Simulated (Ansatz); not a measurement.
**Question.** Name a neutral molecule of C, Cl, F and H with LUMO energy (B3LYP/def2-TZVPP) between -0.15 and 0.15 eV and LUMO energy (PBE0/def2-TZVPP) between 0.10 and 0.40 eV (Ansatz, PBE0-D4/def2-TZVP geometry).

**Answer.** `C/C(Cl)=C/F` (-0.07 eV, 0.19 eV); `FCC(F)Cl` (0.03 eV, 0.35 eV). Other molecules can fit too; these were computed, each in one conformer that needn't be the lowest.

B3LYP here is the variant with VWN-RPA as its local correlation; programs differ in this.
